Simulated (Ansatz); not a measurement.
# C5H7F: up Jacob's ladder to CCSD(T)

The task here is to estimate one member of a computed series from the others.

Computed with Ansatz 0.2.0, Gaussian basis. Level: functionals in def2-TZVPP, the program's frozen cores in correlated methods.

Plan: LDA (SPW92), PBE-D4, revPBE-D4, BLYP-D4, r2SCAN-D4, B97M-V, PBE0-D4, B3LYP-D4, r2SCANh-D4, r2SCAN0-D4, HSE06-D4, BHLYP-D4, CAM-B3LYP-D4, LC-ωPBE, ωB97X-V, ωB97M-V, B2PLYP, PBE-QIDH; CCSD(T)/def2-SVP; CCSD(T)/def2-TZVPP; MP2/def2-QZVPP; extrapolation to the limit; RPA on PBE.

## The geometry

All runs share one geometry, relaxed beforehand with PBE0-D4 in a triple-zeta def2 set.

13 atoms, charge 0, spin multiplicity 1.

Atoms are counted from 1 here; the program's logs count them from 0.

Bond lengths: C1–C2 1.199 Å, C1–H7 1.065 Å, C2–C3 1.464 Å, C3–C4 1.517 Å, C3–C5 1.517 Å, C3–F6 1.399 Å, C4–H8 1.091 Å, C4–H9 1.090 Å, C4–H10 1.091 Å, C5–H11 1.091 Å, C5–H12 1.091 Å, C5–H13 1.090 Å. Angles: C2–C1–H7 179.4°, C1–C2–C3 178.6°, C2–C3–C4 110.9°, C2–C3–C5 110.9°, C2–C3–F6 107.8°, C4–C3–C5 112.6°, C4–C3–F6 107.2°, C5–C3–F6 107.2°, C3–C4–H8 110.3°, C3–C4–H9 110.1°, C3–C4–H10 109.4°, H8–C4–H9 108.7°, H8–C4–H10 109.1°, H9–C4–H10 109.2°, C3–C5–H11 110.3°, C3–C5–H12 109.3°, C3–C5–H13 110.1°, H11–C5–H12 109.1° and more.

Geometry (Å):

```csv
atom,x (Å),y (Å),z (Å)
C1,-0.7363,1.2265,-2.0591
C2,-0.2205,0.7427,-1.0906
C3,0.3798,0.1314,0.0960
C4,-0.4297,0.4529,1.3385
C5,0.5742,-1.3602,-0.1033
F6,1.6489,0.6945,0.2716
H7,-1.1853,1.6624,-2.9202
H8,-1.4378,0.0457,1.2492
H9,-0.4985,1.5325,1.4719
H10,0.0570,0.0135,2.2110
H11,-0.3884,-1.8502,-0.2557
H12,1.0545,-1.7834,0.7807
H13,1.2024,-1.5431,-0.9751
```

Set-up of the first run:

Contents of in.yaml:

```yaml
crystal:
  periodic: [false, false, false]
  atoms:
    - {symbol: C, position_ang: [-0.736273, 1.226504, -2.059081]}
    - {symbol: C, position_ang: [-0.220474, 0.742659, -1.090589]}
    - {symbol: C, position_ang: [0.379776, 0.131418, 0.096026]}
    - {symbol: C, position_ang: [-0.429701, 0.452869, 1.338502]}
    - {symbol: C, position_ang: [0.574211, -1.360155, -0.103289]}
    - {symbol: F, position_ang: [1.648859, 0.694536, 0.271562]}
    - {symbol: H, position_ang: [-1.185315, 1.662359, -2.920221]}
    - {symbol: H, position_ang: [-1.437758, 0.045684, 1.249205]}
    - {symbol: H, position_ang: [-0.498502, 1.532542, 1.471860]}
    - {symbol: H, position_ang: [0.057042, 0.013482, 2.211042]}
    - {symbol: H, position_ang: [-0.388396, -1.850188, -0.255676]}
    - {symbol: H, position_ang: [1.054529, -1.783440, 0.780699]}
    - {symbol: H, position_ang: [1.202401, -1.543070, -0.975138]}
basis:
  gaussian: {orbitals: def2-TZVPP}
hamiltonian: {xc: lda}
output: {orbitals: {seedname: orbitals}}
```

Among the steps run: LDA; PBE-D4 (GGA); revPBE-D4 (GGA); BLYP-D4 (GGA); r2SCAN-D4 (meta-GGA); B97M-V (meta-GGA); PBE0-D4 (hybrid); B3LYP-D4 (hybrid); r2SCANh-D4 (hybrid); r2SCAN0-D4 (hybrid); HSE06-D4 (hybrid); BHLYP-D4 (hybrid); CAM-B3LYP-D4 (range-separated); LC-ωPBE (range-separated); ωB97X-V (range-separated); ωB97M-V (range-separated); B2PLYP (double hybrid); PBE-QIDH (double hybrid).

One of the session's tables, all rows but one given; the rest of the session is left out.

It belongs to the step «Frontier levels by functional». 

| functional | HOMO (eV) | LUMO (eV) | gap (eV) |
| --- | --- | --- | --- |
| LDA (SPW92) | -7.00 | -0.86 | 6.14 |
| PBE-D4 | -6.81 | -0.60 | 6.21 |
| revPBE-D4 | -6.73 | -0.50 | 6.23 |
| BLYP-D4 | -6.67 | -0.47 | 6.20 |
| r2SCAN-D4 | -7.04 | -0.30 | 6.73 |
| B97M-V | -7.07 | -0.23 | 6.84 |
| PBE0-D4 | -8.06 | 0.47 | 8.53 |
| B3LYP-D4 | -7.83 | 0.22 | 8.05 |
| r2SCANh-D4 | -7.51 | 0.08 | 7.59 |
| r2SCAN0-D4 | ? | ? | ? |
| HSE06-D4 | -7.66 | 0.09 | 7.74 |
| BHLYP-D4 | -9.17 | 1.61 | 10.79 |
| CAM-B3LYP-D4 | -9.46 | 1.62 | 11.08 |
| LC-ωPBE | -10.88 | 2.84 | 13.72 |
| ωB97X-V | -10.47 | 2.74 | 13.21 |
| ωB97M-V | -10.35 | 2.57 | 12.92 |

Estimate the missing values for r2SCAN0-D4.

Worked estimate for «HOMO (eV)». Against the share of exact exchange, r2SCAN-D4 (0, -7.04), r2SCANh-D4 (0.1, -7.51) give a slope of -4.70 per unit share; at 0.25 the line stands at -8.21.

As computed: HOMO (eV): -8.22; LUMO (eV): 0.64; gap (eV): 8.86. In «HOMO (eV)» the line misses by +0.01.
